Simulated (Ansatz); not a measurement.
# BSiNH (quartet): the correlation ladder, def2-QZVPP

One table from this session's results is given with a row withheld; the runs are named, their logs left out.

Computed with Ansatz 0.2.0, Gaussian basis. Level: def2-QZVPP, core rule «outside noble gas», up to 7 orbitals frozen.

Plan: UHF; ROHF; CCSD(T) on UHF.

5 further runs of the same task are left out: 1 that didn't finish, 4 set aside as unsound or not needed. Runs told in other sessions of the task aren't counted.

### The geometry

The geometry is a PBE0/def2-TZVP stationary point (not a proven minimum) of the parent state, kept for this charge and spin.

4 atoms, charge 0, spin multiplicity 4.

Atoms are counted from 1 here; the program's logs count them from 0.

Bond lengths: B1–N2 1.259 Å, N2–Si3 1.712 Å, Si3–H4 1.534 Å. Angles: B1–N2–Si3 171.7°, N2–Si3–H4 96.4°.

Set-up of the first run:

in.yaml reads:

```yaml
crystal:
  periodic: [false, false, false]
  atoms:
    - {symbol: B, position_ang: [0.000000, 0.016116, 1.931055]}
    - {symbol: N, position_ang: [0.000000, 0.074561, 0.673291]}
    - {symbol: Si, position_ang: [0.000000, -0.093854, -1.030677]}
    - {symbol: H, position_ang: [0.000000, 1.406192, -1.349441]}
basis:
  gaussian: {orbitals: "def2-QZVPP.json"}
magnetization: {spin_polarized: true, initial_magnetization: 3}
hamiltonian: {xc: hf}
output: {orbitals: {seedname: orbitals}}
```

Run with:

```console
$ ansatz run in.yaml --threads 1 --pin off --events-out ev --progress --plain --max-ram 2393MiB
```

Steps of the session up to this table: UHF; ROHF; CCSD(T) on UHF.

One table of the session follows, with a row left open; its other results are not shown here.

It belongs to the step «Misses and costs». 

```
  method  from UCCSD(T) (meV)
    ROHF             +10977.9
     UHF             +10728.3
    UMP2                    ?
   UCCSD               +560.8
UCCSD(T)                    0
```

Q: Estimate the row for UMP2 from the others.

As computed: from UCCSD(T) (meV): +1051.4. In the column «from UCCSD(T) (meV)» it lies between UCCSD (+560.8) and UHF (+10728.3).
